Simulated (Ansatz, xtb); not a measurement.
**C3H3F2N: 4 structures ranked**

4 gas-phase structures of C3H3F2N, from a drawn sample of its isomers (lower ones may exist). Each was relaxed with GFN2-xTB; where two conformers were screened, the lower at r2SCAN-D4/def2-SVP is listed:

A. `C=N/C(F)=C\F`, a singlet
B. `N#CCC(F)F`, a singlet
C. `N#C[C@H](F)CF`, a singlet
D. `FC1(F)C=NC1`, a singlet

Problem. Which do you expect lowest at r2SCAN-D4/def2-SVP, and how would the others follow?

Solution. Calculated order at r2SCAN-D4/def2-SVP: B (0.000), C (0.742), A (1.146), D (1.184) eV. Less than 1 kcal/mol parts A and D, so the order within that pair means little.

Energies above the lowest of each column, in eV; the last columns are at PBE0-D3(BJ)/def2-SVP geometries and were run for some of them only (a dash: not run or not comparable):

```tsv
structure	GFN2-xTB	HF/STO-3G	r2SCAN-D4/def2-SVP	PBE0-D3(BJ)/def2-SVP	CCSD(T)/def2-SVP + ΔMP2/def2-TZVPP
B	0.000	0.000	0.000	0.000	0.000
C	0.435	0.496	0.742	0.696	0.598
A	0.543	2.159	1.146	1.211	1.529
D	0.649	1.087	1.184	–	–
```

Every level run on B puts it lowest or level with the lowest. Flexible structures stand in one conformer each, not always the lowest. Frequencies (PBE0-D3(BJ)/def2-SVP) were run for A, B, C alone. ΔMP2 is the change of the MP2 energy from the smaller to the larger basis.

Over these structures GFN2-xTB departs from r2SCAN-D4/def2-SVP by 0.208 eV on average once a common shift is removed. A GFN2-xTB relaxation took about 0.081 s and the r2SCAN-D4/def2-SVP energy about 1.4 s on a shared host (Ansatz 0.2.0, xtb 6.7.1).
